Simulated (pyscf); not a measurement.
This saddle point was located with ωB97X-D3(BJ)/def2-SVP in PySCF.

```xyz
6

Pb     0.4479     0.7147    -1.5883
O      1.6448     0.7990     0.1801
O     -1.2160    -0.2611    -0.7904
H      1.0737     0.2447     1.2407
H     -1.1428    -0.4729     0.1487
H      0.5147    -0.1569     1.7474
```
Charge 0, spin multiplicity 2.

Surface: doublet, charge 0. Lowest wavenumbers (cm⁻¹): 960i, 111, 170, 296, 384.

Which two sides does it connect, and which bonds change?

HO–Pb:–OH (SMILES [OH][Pb][OH]) [singlet] + H• (SMILES [H]) ⇌ [O=Pb–OH]• (SMILES [O]=[Pb][OH]) + H₂ (SMILES [H][H]), a hydrogen abstraction read from left to right: H–O broken and H–H formed. At ωB97M-D3(BJ)/def2-TZVP it lies +0.67 eV from the left side and +0.20 eV from the right (each side as separated species at their lowest minima found). This is the saddle that the search found; another between the same sides may lie lower. The angle at the transferred H is 162°. Elements past Kr carry the def2 core potentials, without spin-orbit coupling.
